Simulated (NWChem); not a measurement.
Molecule: pyrazine (C4H4N2); SMILES c1nccnc1

Results from NWChem. Pople sets run with spherical d functions. Structure relaxed at the B3LYP/6-31G* (spherical d) level. Level: B3LYP/6-31G* with SMD, gas-phase geometry; reactions with the solvents are ignored.

```json
[
 {"SMD term (kcal/mol)": "distortion of the solute's density", "water": "0.89", "toluene": "0.27"},
 {"SMD term (kcal/mol)": "polarisation", "water": "-6.72", "toluene": "-3.48"},
 {"SMD term (kcal/mol)": "cavity, dispersion and structure", "water": "-0.17", "toluene": "-1.08"}
]
```

### Question
Sum the solvation free energies, find the transfer free energy from water to toluene and the partition coefficient at 298.15 K.

### Answer

1. ΔG(solv, water) = -6.00 kcal/mol and ΔG(solv, toluene) = -4.29 kcal/mol (1 M gas to 1 M solution).
2. Transfer: -4.29 − (-6.00) = 1.71 kcal/mol.
3. log₁₀ K(toluene/water) = −ΔG/(RT ln 10) = -1.71/1.364 = -1.3, so the model puts more of the solute in water.
4. Of the transfer energy, 2.62 kcal/mol is electrostatic and -0.91 comes from the non-electrostatic term. The two phases are taken as the pure solvents.
